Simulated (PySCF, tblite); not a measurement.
# C2H3F, a complex of two parts: NMR shifts, interaction energy, infrared bands, spin-spin couplings and core binding energies

The task here is to estimate one member of a computed series from the others.

Computed with tblite 0.8.0 and PySCF 2.14.0; each step states its level. No surroundings beyond the atoms listed, unless a continuum is named. Atoms count from 0, parts from 1.

### Starting point

6 atoms, charge 0, multiplicity 1; geometry: rigid parts in contact. Parts: 1 = atoms 0–1, `F`, charge 0; 2 = atoms 2–5, `C#C`, charge 0.

Set-up of the first run:

Job settings and geometry (Å):

```
{"job": {"kind": "dock", "xc": "GFN2-xTB", "basis": "xTB"}, "charge": 0, "multiplicity": 1, "parts": [{"atoms": "0-1", "charge": 0, "multiplicity": 1}, {"atoms": "2-5", "charge": 0, "multiplicity": 1}]}
F      0.465831     0.016887    -0.008539
H     -0.465831    -0.016887     0.008539
C     -3.075382     0.416310     1.309480
C     -2.514094     1.178880     0.582491
H     -3.568999    -0.254200     1.948736
H     -2.020570     1.849627    -0.056592
```

With the program's defaults for keys left out, this is: GFN2-xTB search for minima from random contacts, gas phase.

Run with:

```sh
$ OMP_NUM_THREADS=1 python cluster_run.py task.json out
```

This one command runs all jobs of the session in turn.

Steps of the session up to this table: Docking the parts with GFN2-xTB; Geometry optimisation at PBE0-D3(BJ)/def2-TZVPD; NMR shieldings: PBE0/pcSseg-2; Coupled-cluster interaction energy: CCSD(T) and MP2.

One of the session's tables, all rows but one given; the rest of the session is left out.

It belongs to the step «Coupled-cluster interaction energy: CCSD(T) and MP2». 

| method | interaction energy (kcal/mol) |
| --- | --- |
| HF/aug-cc-pVDZ | -2.61 |
| MP2/aug-cc-pVDZ | ? |
| CCSD/aug-cc-pVDZ | -3.20 |
| CCSD(T)/aug-cc-pVDZ | -3.41 |
| HF/aug-cc-pVQZ | -2.78 |
| MP2/aug-cc-pVQZ | -4.50 |
| SCS-MP2/aug-cc-pVQZ | -3.91 |
| MP2, extrapolated | -4.63 |
| CCSD(T), limit estimate | -4.46 |

**Question.** Estimate the row for MP2/aug-cc-pVDZ.

As computed: interaction energy (kcal/mol): -3.58. In the column «interaction energy (kcal/mol)» it lies between SCS-MP2/aug-cc-pVQZ (-3.91) and CCSD(T)/aug-cc-pVDZ (-3.41).
